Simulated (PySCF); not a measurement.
# How the numerical set-up moves the result for HCl

Aim: see how much the energy and properties of HCl depend on the numerical set-up.

The runs use PySCF 2.14.0; each script names its method and basis.

### Step 1. The system as given

HCl: 2 atoms, charge 0, spin multiplicity 1.

Bond lengths: H1–Cl2 1.290 Å.

### Step 2. Base script

Contents of input.py:

```python
from pyscf import gto, scf

mol = gto.M(
    atom='H 0 0 0; Cl 0 0 1.29',
    basis='def2-svpd',
    charge=0,
    spin=0,
    verbose=4,
)
mf = scf.UHF(mol)
mf.kernel()
mf.dip_moment()
print('orbital energies (hartree):', [e[max(0, n-3):n+3].round(4) for e, n in zip(mf.mo_energy, mol.nelec)])
```

Started as:

```
$ OMP_NUM_THREADS=1 python input.py
```

Its log is not repeated here.

It gives: E(SCF) = -459.947617 Eh, 10 cycles, μ = 1.25 D.

The bond length is a typed value, not an optimised one.

### Step 3. Density fitting cc-pvdz-jkfit

Edit 1 changes density fitting: none → cc-pvdz-jkfit.

Contents of input.py:

```python
from pyscf import gto, scf

mol = gto.M(
    atom='H 0 0 0; Cl 0 0 1.29',
    basis='def2-svpd',
    charge=0,
    spin=0,
    verbose=4,
)
mf = scf.UHF(mol)
mf = mf.density_fit(auxbasis='cc-pvdz-jkfit')
mf.kernel()
mf.dip_moment()
print('orbital energies (hartree):', [e[max(0, n-3):n+3].round(4) for e, n in zip(mf.mo_energy, mol.nelec)])
```

Started as:

```
$ OMP_NUM_THREADS=1 python input.py
```

### Step 4. Def2-tzvpp

Edit 2 changes basis set: def2-svpd → def2-tzvpp.

Edit input.py of step 2 so:

```diff
@@ -4,3 +4,3 @@
     atom='H 0 0 0; Cl 0 0 1.29',
-    basis='def2-svpd',
+    basis='def2-tzvpp',
     charge=0,
```

### Step 5. Cartesian functions on

Edit 3 changes Cartesian functions: off → on.

Edit input.py of step 2 so:

```diff
@@ -7,2 +7,3 @@
     spin=0,
+    cart=True,
     verbose=4,
```

### Step 6. X2c-svpall (X2C on)

Edit 4 changes basis set: def2-svpd → x2c-svpall; spin-free X2C: off → on.

Edit input.py of step 2 so:

```diff
@@ -4,3 +4,3 @@
     atom='H 0 0 0; Cl 0 0 1.29',
-    basis='def2-svpd',
+    basis='x2c-svpall',
     charge=0,
@@ -10,2 +10,3 @@
 mf = scf.UHF(mol)
+mf = mf.sfx2c1e()
 mf.kernel()
```

### Step 7. Lanl2dz (core potential on)

Edit 5 changes basis set: def2-svpd → lanl2dz; core potential: off → on. The core potential changes with it, and so the count of electrons: totals don't compare.

Edit input.py of step 2 so:

```diff
@@ -4,3 +4,4 @@
     atom='H 0 0 0; Cl 0 0 1.29',
-    basis='def2-svpd',
+    basis='lanl2dz',
+    ecp={'Cl': 'lanl2dz'},
     charge=0,
```

Before running it: what results should come out? Wanted: for each run, E(SCF); from base; gap; dipole.

As calculated:

```csv
run,E(SCF) (hartree),from base (eV),cycles,gap (eV),dipole (D),functions
base,-459.947617,0,10,15.32,1.25,35
density fitting cc-pvdz-jkfit,-459.947595,+0.0006,10,15.33,1.25,35
def2-tzvpp,-460.098807,-4.1141,10,16.30,1.27,56
Cartesian functions on,-459.953127,-0.1499,10,14.96,1.25,37
x2c-svpall (X2C on),-461.331076,not comparable,10,16.94,1.41,23
lanl2dz (core potential on),-15.276872,not comparable,7,17.56,1.95,10
```

Of the runs whose energies can be compared, “def2-tzvpp” moves the SCF energy most (-4.114 eV). def2-tzvpp (56 functions) gives an energy 4.11 eV lower than def2-svpd (35).
